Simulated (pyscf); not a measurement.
A first-order saddle from PySCF, ωB97X-D3(BJ)/def2-SVP:

```xyz
6

S      1.3951     0.0487    -0.2848
H      1.3512     1.5657    -0.6512
H      1.5350     1.4910     0.2970
Si    -0.4814    -1.0055    -0.0026
H     -1.4125    -0.3260    -0.9716
H     -0.9634    -0.5077     1.3343
```

Surface: singlet, charge 0. Lowest wavenumbers (cm⁻¹): 1415i, 351, 431, 547, 577.

Q: Which two sides does it connect, and which bonds change?

A: `[SH2]` + `[SiH2]` [singlet] ⇌ `[SiH2]=[S]` + `[H][H]`, a concerted two-bond exchange read from left to right: H–S, H–S broken and S–Si, H–H formed. At ωB97M-D3(BJ)/def2-TZVP it lies +1.22 eV from the left side and +2.74 eV from the right (each side as separated species at their lowest minima found). On the reactant side the descent ends in an adduct with a S–Si contact, 0.95 eV under the separated species and 2.05 eV under the saddle at ωB97X-D3(BJ)/def2-TZVP. What is counted as formed (S–Si) is already present as a longer contact in the reactant adduct; forming that adduct is a step of its own. At ωB97X-D3(BJ)/def2-TZVP the barrier from the zero used here is 1.10 eV. The same reactants have a lower exit, to :HSi–SH [singlet] + H₂ (barrier -0.17 eV at ωB97M-D3(BJ)/def2-TZVP, against +1.22 eV here). This is the saddle that the search found; another between the same sides may lie lower.
